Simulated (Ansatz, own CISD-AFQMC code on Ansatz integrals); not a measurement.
C2H6O, SMILES `COC` (charge 0, multiplicity 1).

Cartesian coordinates (Å):
SMILES: COC
```xyz
9

C      1.1500     0.0843    -0.1368
O     -0.0054    -0.5103    -0.6554
C     -1.1506    -0.1440     0.0600
H      1.3233    -0.2129     0.9077
H      1.0922     1.1817    -0.1762
H      1.9941    -0.2465    -0.7425
H     -2.0036    -0.6432    -0.4004
H     -1.0844    -0.4518     1.1137
H     -1.3155     0.9428     0.0299
```
Charge 0, spin multiplicity 1.

Frozen-core energies in cc-pVDZ from Ansatz (an electronic-structure program) at a geometry from PBE0-D3(BJ)/def2-TZVP; the HF reference has <S^2> = 0.00 and the T1 diagnostic is 0.009.

```csv
level,energy (Ha)
HF,-154.07618
MP2,-154.55421
CCSD,-154.59335
CCSD(T),-154.60615
```

Q: Estimate the energies of CCSDT, phaseless AFQMC, CISD trial (own CISD-AFQMC code on Ansatz integrals; ±0.40 mHa) and CCSDT(Q), and give each level's difference from CCSDT(Q).

A: 
```json
[
 {"level": "MP2", "energy (Ha)": "-154.55421", "difference from CCSDT(Q) (mHa)": "53.57"},
 {"level": "CCSD", "energy (Ha)": "-154.59335", "difference from CCSDT(Q) (mHa)": "14.43"},
 {"level": "CCSD(T)", "energy (Ha)": "-154.60615", "difference from CCSDT(Q) (mHa)": "1.63"},
 {"level": "CCSDT", "energy (Ha)": "-154.60684", "difference from CCSDT(Q) (mHa)": "0.94"},
 {"level": "phaseless AFQMC, CISD trial (own CISD-AFQMC code on Ansatz integrals; ±0.40 mHa)", "energy (Ha)": "-154.60745", "difference from CCSDT(Q) (mHa)": "0.34"},
 {"level": "CCSDT(Q)", "energy (Ha)": "-154.60778", "difference from CCSDT(Q) (mHa)": "0.00"}
]
```
